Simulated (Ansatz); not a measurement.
Worked example: correlation energy of HCSi, quartet

Geometry: that of the HCSi, doublet, kept fixed. The doublet lies 3.0 eV lower here.

| atom | x (Å) | y (Å) | z (Å) |
| --- | --- | --- | --- |
| Si | 0.0000 | 0.0000 | 1.4814 |
| C | 0.0000 | 0.0000 | -0.2010 |
| H | 0.0000 | 0.0000 | -1.2804 |

Basis 6-31G; Ansatz 0.2.0. Only valence electrons are correlated (noble-gas cores frozen), which leaves 9 electrons in 18 orbitals. R marks a restricted (for open shells ROHF) determinant, U an unrestricted one.

Full CI is exact within this basis and frozen core; it isn't the basis-set limit. The frozen core follows each run's orbitals, which can shift R against U totals by a few meV.

Runs differ by some tens of microhartree through their thresholds and, for an open shell, their frozen cores, so steps under 0.1 kcal/mol mean nothing.

```tsv
level	total energy (hartree)
UHF	-327.135000
UMP2	-327.205566
UCCSD	-327.228568
UCCSD(T)	-327.230072
UCCSDT	-327.230564
UCCSDT(Q)	-327.230686
UCCSDTQ	-327.230710
full CI	-327.230676
```

What is the correlation energy at full CI, and what share of it do UMP2 and UCCSD(T) recover?

E(corr) = -327.230676 − (-327.135000) = -0.095676 hartree = -2.603 eV. UMP2: -0.070566 / -0.095676 = 73.76 %. UCCSD(T): -0.095072 / -0.095676 = 99.37 %.

By how many kcal/mol does UCCSD(T) miss full CI (1 hartree = 627.509 kcal/mol), and which steps make up the rest?

-327.230072 − (-327.230676) = 0.000604 hartree = 0.38 kcal/mol. Steps: UCCSDT − UCCSD(T) = -0.31, UCCSDT(Q) − UCCSDT = -0.08, UCCSDTQ − UCCSDT(Q) = -0.02, full CI − UCCSDTQ = 0.02 kcal/mol. That is within 1 kcal/mol of the reference in this basis, which itself misses far more of the correlation at the basis-set limit.
